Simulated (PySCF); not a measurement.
Species: C3H5Cl2 (doublet state).
Cartesian coordinates in Å at the GFN2-xTB level; atoms count from 1:
```xyz
10
C3H5Cl2 angstrom
C     -1.206    0.087   -0.546
C      0.099    0.555   -0.020
Cl     0.134    2.090    0.727
C      1.209   -0.329    0.204
Cl     0.956   -1.342    1.797
H     -1.050   -0.682   -1.300
H     -1.815   -0.350    0.253
H     -1.770    0.911   -0.977
H      1.298   -1.107   -0.549
H      2.153    0.173    0.390
```

The hyperfine couplings belong to this conformer and change with its torsions.

As a line formula: `ClC[C](Cl)C` [radical].

Level of theory: PySCF 2.14.0, UKS B3LYP, pcH-1 on C Cl H, non-relativistic, mean-field spin-orbit, GIAO. Geometry: GFN2-xTB, one conformer, isolated molecule. Couplings are sensitive to structure, and on GFN2-xTB geometries they can be far from those on DFT ones. The SCF solution wasn't tested for stability.

(1) Give the isotropic g value and a_iso(13C) at C2.

(2) Take this nucleus alone (I = 1/2, g_N = 1.4048) with S = 1/2. Where do its 2 lines fall at 9.466 GHz to first order, to second order and exactly?

(3) What g and a would be read from the two outer exact lines by first-order rules?

(4) Give the zero-field levels of this pair of spins.

Results:

(1) g_iso = 2.00767 and a = +111.37 MHz, or +3.963 mT (Mulliken spin population +0.78). 13C makes up about 1.07 % of the natural element, so this concerns labelled samples or satellites.

(2) First order: B = B0 − a·mI with B0 = 336.870 mT. Second order subtracts a²[I(I+1) − mI²]/(2B0). The exact fields come from the Breit–Rabi levels of H = g μB B Sz − g_N μN B Iz + a S·I.

```
  mI  first order (mT)  second order (mT)  exact (mT)  exact − first order
−1/2           338.851            338.840     338.840               -0.012
+1/2           334.888            334.876     334.876               -0.012
```

(3) Their midpoint, 336.858 mT, gives an apparent g of 2.00774 (true 2.00767), and their distance over 2I an apparent |a| of 3.963 mT (true 3.963).

(4) F = I ± 1/2 = 1 and 0, at a·I/2 = +27.8 MHz and −a(I+1)/2 = -83.5 MHz, that is |a|(I + 1/2) = 111.4 MHz apart; F = 0 lies lower.

Other couplings of abundant isotopes, left aside here: 3 × 1H 59 MHz, 1 × 35Cl 39 MHz, 2 × 1H 17 MHz, 1 × 35Cl 6 MHz.

Means are taken over nuclei equivalent by connectivity, which assumes that they swap fast. The three 1H nuclei of mean +59.0 MHz run from 24.1 to 120.9 MHz in the frozen geometry.
